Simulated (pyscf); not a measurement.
# Substitution at C: GeH₃• + H₃C–Cl → H₃C–GeH₃ + Cl•

Gas phase, doublet surface, charge 0. Bonds broken: C5–Cl6. Bonds formed: Ge1–C5. Structures and frequencies: ωB97X-D3(BJ)/def2-SVP in PySCF.

Transition state (Å):

```xyz
9

Ge     0.2288     0.4355    -1.3165
H      1.1888    -0.5657    -1.9779
H      0.9914     1.6191    -0.7006
H     -0.8467     0.9154    -2.3037
C     -0.8872    -0.7058     0.4629
Cl    -1.8754    -1.7147     2.0361
H     -1.2543    -1.3911    -0.3019
H      0.1035    -0.8580     0.8924
H     -1.4121     0.2334     0.6404
```

One imaginary mode, 762i cm⁻¹; descent along it reached the two sides named.

```csv
bond,change,reactant side (Å),saddle,product side
C5–Cl6,breaks,1.779,2.114,3.0
Ge1–C5,forms,3.9,2.391,1.958
```

Electronic energies relative to the separated reactants (kcal/mol):

```csv
level,barrier,reaction energy,reverse barrier
ωB97X-D3(BJ)/def2-TZVP,19.3,+2.2,17.1
PBE/def2-TZVP,13.3,+8.7,4.6
r²SCAN/def2-TZVP,14.8,+6.7,8.0
B3LYP-D3(BJ)/def2-TZVP,15.3,+4.3,10.9
PBE0-D3(BJ)/def2-TZVP,16.6,+5.9,10.7
M06-2X/def2-TZVP,20.5,+7.6,12.9
ωB97M-D3(BJ)/def2-TZVP,20.9,+5.3,15.6
HF/def2-TZVP,34.0,-3.2,37.2
```

With ωB97M-D3(BJ)/def2-TZVP energies and thermal terms (ideal gas, 1 atm, RRHO with modes under 100 cm⁻¹ raised to 100, one conformer, R ln 2 for chiral ones without a mode under 150 cm⁻¹), in kcal/mol:

```
T (K)   ΔH‡   ΔG‡    ΔH     ΔG
-----  ----  ----  ----  -----
298    20.9  30.1  +6.2   +8.7
600    21.7  39.1  +6.9  +11.1
900    22.5  47.7  +7.8  +12.9
1200   23.2  56.0  +8.8  +14.5
```

This is the saddle that the search found; another between the same sides may lie lower. The angle at the attacked C is 180°. Left out: orbital degeneracy and the spin-orbit lowering of Cl. Elements up to Kr have no core potential and no relativistic terms here.
